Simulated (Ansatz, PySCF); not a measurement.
System: C₃H₆, net charge 0, singlet state. 
Structure (B3LYP-D3(BJ)/def2-TZVP (Ansatz, a quantum-chemistry and plane-wave program) minimum search):
```xyz
9

C      0.0021     0.8680     0.0015
C      0.7506    -0.4358    -0.0075
C     -0.7527    -0.4321     0.0060
H      0.0117     1.4536     0.9108
H     -0.0045     1.4568    -0.9058
H      1.2503    -0.7291    -0.9208
H      1.2665    -0.7323     0.8958
H     -1.2539    -0.7261     0.9183
H     -1.2701    -0.7229    -0.8983
```
Charge 0, spin multiplicity 1.


Property: enthalpy of formation at 298 K (from the atomisation energy, B3LYP-D3(BJ)/def2-TZVP harmonic zero-point and thermal terms from PySCF, and the atoms' enthalpies of formation in the G2/97 table; no spin-orbit terms, and no core term in the frozen-core levels), in eV. Valence correlation only, unless marked. UHF or UKS for open shells. No spin-orbit coupling. Non-relativistic. The coupled-cluster limit lacks core correlation, which all-electron functionals hold. CBS marks a two-point X^-3 extrapolation of the correlation energy; Hartree-Fock from the larger set. [CCSD(T)-MP2]/basis is that difference in the basis named.

```
level                                                                 program  enthalpy of formation at 298 K (eV)  minus last row
-------------------------------------------------------------  --------------  -----------------------------------  --------------
BLYP-D3(BJ)/def2-TZVPD                                         Ansatz + dftd3                                 0.83            0.21
HSE06/def2-TZVPD                                                       Ansatz                                 0.32           -0.30
B2PLYP/def2-TZVPD                                                      Ansatz                                 1.03            0.41
RI-MP2/aug-cc-pVQZ                                                     Ansatz                                 0.49           -0.13
CCSD(T)/STO-3G                                                         Ansatz                                -0.99           -1.61
CCSD(T)/aug-cc-pVDZ                                                    Ansatz                                 2.94            2.32
RI-MP2/CBS(aug-cc-pVTZ,aug-cc-pVQZ)+[CCSD(T)-MP2]/aug-cc-pVTZ          Ansatz                                 0.62            0.00
```
